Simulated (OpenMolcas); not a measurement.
# How methods differ on AlH3 (SMILES [AlH3])

The species is AlH3 (4 atoms), meant as a singlet with charge 0. As SMILES, `[AlH3]`. The shape is that of a PBE0-D4/def2-TZVP optimisation.

```xyz
4

Al    0.0137   -0.0148   -0.0051
H     0.6332    0.6709    1.2836
H    -1.3408   -0.8320    0.1051
H     0.7494    0.1157   -1.4039
```

Each level gives the energy change with the Al1–H3 bond stretched from 1.586 to 1.982 Å (eV). The values are calculated.

| level | kind | program | value (eV) | less FCI/3-21G | CPU time (all runs) |
| --- | --- | --- | --- | --- | --- |
| SVWN5/3-21G (restricted) | LDA | OpenMolcas | 0.52 | +0.03 | 6.4 s |
| B3LYP/3-21G (restricted) | global hybrid | OpenMolcas | 0.59 | +0.10 | 7.1 s |
| B2PLYP/3-21G (restricted) | double hybrid | OpenMolcas | 0.60 | +0.11 | 6.8 s |
| MP2/3-21G (restricted) | perturbation theory | OpenMolcas | 0.59 | +0.10 | 3.1 s |
| CASSCF(2,2)/3-21G | multireference | OpenMolcas | 0.66 | +0.17 | 4 s |
| CCSD(T)/3-21G (restricted) | coupled cluster or CI | OpenMolcas | 0.50 | +0.01 | 4.1 s |
| CISD/3-21G (restricted) | coupled cluster or CI | OpenMolcas | 0.52 | +0.03 | 3.3 s |
| FCI/3-21G | exact in the basis | OpenMolcas | 0.49 | 0.00 | 7.5 s |

FCI/3-21G is exact within its basis and frozen core, so for wave-function methods in that basis the difference is their error; functionals converge differently with the basis, so for them it is only a difference. The first shape isn't each level's own minimum. The values span 0.49 to 0.66 eV. All rows use very small basis sets, so even the best lies far from the true value. Times are those of the runs behind each value, whatever else they computed, on shared processors of several kinds: orders of magnitude only.
